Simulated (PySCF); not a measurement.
# C₂H₆O: magnetic properties

An exercise on one series of results from a longer session: the logs are not shown, and one member is left open.

Programs: PySCF 2.14.0, with routines of our own; each step states its level. All values are computed. Atoms count from 0.

## The system as given

9 atoms, charge 0, multiplicity 1; geometry from: GFN2-xTB.

Set-up of the first run:

What the job is given:

```
{"job": {"xc": "PBE0", "basis": "def2-SVP", "d3": "d3bj", "grid": 1, "kind": "geom"}, "charge": 0, "multiplicity": 1}
C      0.918622     0.059366     0.042144
C     -0.522512    -0.430474    -0.053440
O     -1.415891     0.577742    -0.463885
H      1.572672    -0.761416     0.322719
H      1.005326     0.844965     0.791751
H      1.243677     0.457151    -0.916208
H     -0.837532    -0.847632     0.914837
H     -0.607330    -1.214522    -0.808908
H     -1.343473     1.320814     0.145811
```

Command:

```
$ OMP_NUM_THREADS=1 python excited_run.py task.json out
```

One launch serves the whole session: the jobs run in the order shown.

Among the steps run: Optimising the geometry at PBE0-D3(BJ)/def2-SVP; Magnetic properties: GIAO LDA/pcSseg-2; Magnetic properties: GIAO PBE0/pcSseg-2; Magnetic properties: GIAO B3LYP/def2-TZVPD; Magnetic properties: GIAO B3LYP/Sadlej pVTZ; Magnetic properties: GIAO B3LYP/def2-SVPD; Magnetic properties: GIAO B3LYP/6-311+G(2d,p).

One of the session's tables, all rows but one given; the rest of the session is left out.

```
                   level  gap (eV)
       GIAO LDA/pcSseg-2         ?
      GIAO PBE0/pcSseg-2      8.41
   GIAO B3LYP/def2-TZVPD      7.61
  GIAO B3LYP/Sadlej pVTZ      7.30
    GIAO B3LYP/def2-SVPD      7.97
GIAO B3LYP/6-311+G(2d,p)      7.66
```

**Question.** Estimate the row for GIAO LDA/pcSseg-2.

**Answer.** gap (eV): 6.05. In the column «gap (eV)» it is the lowest.

Limits of these values: Vibrational averaging and real surroundings are missing from these values.
